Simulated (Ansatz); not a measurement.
# CHSi (doublet): trial inputs and their diagnosis at distance C2–H3 = 3.579 Å

4 inputs are run for CHSi (doublet) as typed; the log has to tell whether the result can be used and what must change.

Method: the settings change from run to run; program: Ansatz 0.2.0, Gaussian basis.

16 further runs of the same task are left out: 10 that didn't finish, 6 set aside as unsound or not needed.

### Step 1. The system

The geometry derives from a PBE0/def2-TZVP stationary point (not a proven minimum). One bond is set to the value named and the two fragments are kept rigid.

3 atoms, charge 0, spin multiplicity 2.

Atoms are counted from 1 here; the program's logs count them from 0.

Bond lengths: Si1–C2 1.682 Å.

### Step 2. Try 1

in.yaml

```yaml
crystal:
  periodic: [false, false, false]
  atoms:
    - {symbol: Si, position_ang: [0.000000, 0.000000, -2.314634]}
    - {symbol: C, position_ang: [0.000000, 0.000000, -0.632183]}
    - {symbol: H, position_ang: [0.000000, 0.000000, 2.946817]}
basis:
  gaussian: {orbitals: cc-pVDZ}
magnetization: {spin_polarized: false, initial_magnetization: 1}
correlation: {method: fic_mrcisd_q_relaxed, electrons: outside_noble_gas, active_space: {window: {electrons: 1, orbitals: 2}, states: [{multiplicity: 2, weights: [0.5, 0.5, 1]}]}}
```

The run is started by

```
> ansatz run in.yaml --threads 1 --pin off --events-out ev --progress --plain --max-ram 2393MiB
```

What it wrote:

```text
Functional definition: HF
  name "HF"
  cite "Fock, Z. Phys. 61, 126 (1930) doi:10.1007/BF01340294"
  parent pbe
  exchange = exact_x
  correlation = 0
654 factors; integrals over basis functions are off by at most 1.8e-7 eV
mean field evaluation 1: about -8894.1282 eV, gradient 2.2e1 eV
mean field evaluation 2: about -8894.1320 eV, gradient 2.2e1 eV
mean field evaluation 4: about -8897.8648 eV, gradient 6.6e0 eV
mean field evaluation 8: about -8898.4792 eV, gradient 5.1e-1 eV
mean field evaluation 16: about -8898.5848 eV, gradient 1.3e0 eV
mean field evaluation 32: about -8899.2160 eV, gradient 1.6e0 eV
mean field evaluation 64: about -8898.4841 eV, gradient 2.7e-2 eV
mean field evaluation 96: about -8899.2706 eV, gradient 5.1e-1 eV
mean field evaluation 128: about -8899.2704 eV, gradient 1.2e-6 eV
mean field -8899.27038172 eV, -327.0421543861 hartree, gradient 8.2e-7 eV, S^2 0.750000; 11 other end points of the search recorded, 0 dependent functions left out
reference -8899.27038172 eV, -327.0421543861 hartree; 11, 10 occupied and 26, 27 virtual orbitals, 654 factors
Error: 3 states are sought, and the space of determinants holds 2 states of this symmetry and spin
```

Wall time 0.99 s (1 thread of Arm Neoverse V1, shared host).

What is wrong: The run stopped with an error. It says: «3 states are sought, and the space of determinants holds 2 states of this symmetry and spin». Cure: ask for fewer states or enlarge the space.

### Step 3. Try 2

in.yaml

```yaml
crystal:
  periodic: [false, false, false]
  atoms:
    - {symbol: Si, position_ang: [0.000000, 0.000000, -2.314634]}
    - {symbol: C, position_ang: [0.000000, 0.000000, -0.632183]}
    - {symbol: H, position_ang: [0.000000, 0.000000, 2.946817]}
basis:
  gaussian: {orbitals: cc-pVDZ}
magnetization: {spin_polarized: false, initial_magnetization: 1}
correlation: {method: full_ci, electrons: outside_noble_gas}
```

Same command.

What it wrote:

```text
Error: YAML parse error: error: line 10 column 23: unknown variant `full_ci`, expected one of mp2, rpa, ccsd, ccsd_t, bccd, bccd_t, ccsdt, ccsdt_q, ccsdt_q_b, ccsdtq, fci, sc_nevpt2, fic_nevpt4_sd, fic_mrcisd_q, fic_mrcisd_q_relaxed
  --> <input>:10:23
   |
 8 |   gaussian: {orbitals: cc-pVDZ}
 9 | magnetization: {spin_polarized: false, initial_magnetization: 1}
10 | correlation: {method: full_ci, electrons: outside_noble_gas}
   |                       ^ unknown variant `full_ci`, expected one of mp2, rpa, ccsd, ccsd_t, bccd, bccd_t, ccsdt, ccsdt_q, ccsdt_q_b, ccsdtq, fci, sc_nevpt2, fic_nevpt4_sd, fic_mrcisd_q, fic_mrcisd_q_relaxed
```

Run time: 0.03 s. Hardware: 1 thread of Arm Neoverse V1, shared host.

What is wrong: The run was refused. The method's name isn't one that the program knows. Fix: name one from the list in the message.

### Step 4. Try 3

in.yaml

```yaml
crystal:
  periodic: [false, false, false]
  atoms:
    - {symbol: Si, position_ang: [0.000000, 0.000000, -2.314634]}
    - {symbol: C, position_ang: [0.000000, 0.000000, -0.632183]}
    - {symbol: H, position_ang: [0.000000, 0.000000, 2.946817]}
basis:
  gaussian: {orbitals: def2-SVPD}
magnetization: {spin_polarized: false, initial_magnetization: 1}
hamiltonian: {xc: r2scan}
correlation: {active_space: {window: {electrons: 3, orbitals: 3}}}
scf: {lower_state_search: light}
```

Launched as before.

What it wrote:

```text
Error: invalid value for `correlation.active_space`: it starts from restricted Hartree–Fock orbitals; set hamiltonian.xc: hf without magnetization.spin_polarized
```

Wall time 0.03 s (1 thread of Arm Neoverse V1, shared host).

What is wrong: The run was refused. An active space is asked on a functional's orbitals. Fix: start from Hartree-Fock.

### Step 5. Try 4

in.yaml

```yaml
crystal:
  periodic: [false, false, false]
  atoms:
    - {symbol: Si, position_ang: [0.000000, 0.000000, -2.314634]}
    - {symbol: C, position_ang: [0.000000, 0.000000, -0.632183]}
    - {symbol: H, position_ang: [0.000000, 0.000000, 2.946817]}
basis:
  gaussian: {orbitals: def2-SVPD}
magnetization: {spin_polarized: false, initial_magnetization: 1}
correlation: {method: fic_mrcisd_q, electrons: all}
```

Launched as before.

What it wrote:

```text
Error: this correlation method needs an active space: name one as the reference
```

It took 0.03 s on 1 thread of Arm Neoverse V1, shared host.

What is wrong: The run was refused. This method needs an active space and has none. To mend it, add an active_space block.

### Step 6. How the runs ended

```tsv
try	level	ended	cause	time
1	MRCISD+Q(relaxed)(1,2)/cc-pVDZ	stopped by an error	3 states are sought, and the space of determinants holds 2 states of this symmetry and spin	0.99 s
2	'full_ci'/cc-pVDZ	refused	the method's name isn't one that the program knows	0.03 s
3	CASSCF(3,3)/def2-SVPD	refused	an active space is asked on a functional's orbitals	0.03 s
4	'fic_mrcisd_q'/def2-SVPD	refused	this method needs an active space and has none	0.03 s
```

1 stopped by an error, 3 refused.
